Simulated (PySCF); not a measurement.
# Telling isomers of C₅H₆O apart by NMR

PySCF 2.14.0 with density-fitted response routines calculation with spin–spin couplings from B3LYP/pcJ-1 (spin–dipole term left out of most H,H and C,H couplings), structure optimised with GFN2-xTB and σ from GIAO-PBE0/pcSseg-1; relativity neglected, one averaged value for each set of equivalent atoms, one computed conformer, gas phase.

Scale: $^{1}$H, $^{13}$C against TMS (reference shieldings calculated alike). Multiplet labels drop J under 1 Hz and among equivalent protons, and merge close values. Unscaled 3J(H,H) run several per cent high. Shifts are as computed. Against solution values, carbons near 30 ppm lie about +3 ppm off and those near 130 ppm about +5 ppm. Of 1211 compounds with measured shifts, 218 miss one by over three times the rms of a fit or turn the order of signals round; such compounds aren't used in these exercises.

(1) Tabulate the signals of `C=CC(=C)C=O`, `C=C=CC(C)=O`, `C=CCC=C=O` and their relative energies.

(2) What is the quickest way to tell C=CC(=C)C=O from C=CCC=C=O?

(3) What is the quickest way to tell C=CC(=C)C=O from C=C=CC(C)=O?

(4) What is the quickest way to tell C=C=CC(C)=O from C=CCC=C=O?

Answers

(1) 
| SMILES | carbon types | δC | δH | E rel. (kcal/mol) |
| --- | --- | --- | --- | --- |
| C=CC(=C)C=O | 1×C 2×CH 2×CH2 | 191.9, 143.7, 143.7, 138.0, 119.8 | 10.45 (d, 1H), 6.89 (dd, 1H), 6.76 (dd, 1H), 6.32 (dq, 1H), 5.74 (dt, 1H), 5.66 (dq, 1H) | 0.0 |
| C=C=CC(C)=O | 2×C 1×CH 1×CH2 1×CH3 | 230.8, 200.2, 100.3, 82.3, 30.2 | 5.82 (t, 1H), 5.36 (d, 2H), 2.33 (s, 3H) | 2.1 |
| C=CCC=C=O | 1×C 2×CH 2×CH2 | 203.9, 148.8, 120.0, 31.7, 18.7 | 6.14 (m, 1H), 5.35 (dt, 1H), 5.21 (dt, 1H), 2.76 (m, 2H), 2.69 (m, 1H) | 1.3 |

Energies are electronic energies at PBE0/pcSseg-1 on these geometries, without zero-point or thermal terms, each for the one conformer computed, which needn't be the lowest.

(2) Both give the same number of carbon signals, with the same numbers of each carbon type, so the positions decide. The first has an α carbon of a C=C–C=O unit (C) at 143.7 ppm, the second an allylic sp3 CH2 at 31.7 ppm. Their most deshielded carbons lie at 191.9 and 203.9 ppm. In the proton spectra the most deshielded non-exchanging signals are 10.45 (d, J = 2.2 Hz, 1H) and 6.14 (m, 1H).

(3) Both give the same number of carbon signals, but DEPT or the intensities differ. The first has an aldehyde carbonyl carbon (CH) at 191.9 ppm, the second a central carbon of an allene (C) at 230.8 ppm. In the proton spectra the most deshielded non-exchanging signals are 10.45 (d, J = 2.2 Hz, 1H) and 5.82 (t, J = 8.4 Hz, 1H).

(4) Both give the same number of carbon signals, but DEPT or the intensities differ. The first has a methyl carbon α to a carbonyl (CH3) at 30.2 ppm, the second a terminal carbon of a ketene (CH) at 18.7 ppm. Their most deshielded carbons lie at 230.8 and 203.9 ppm.
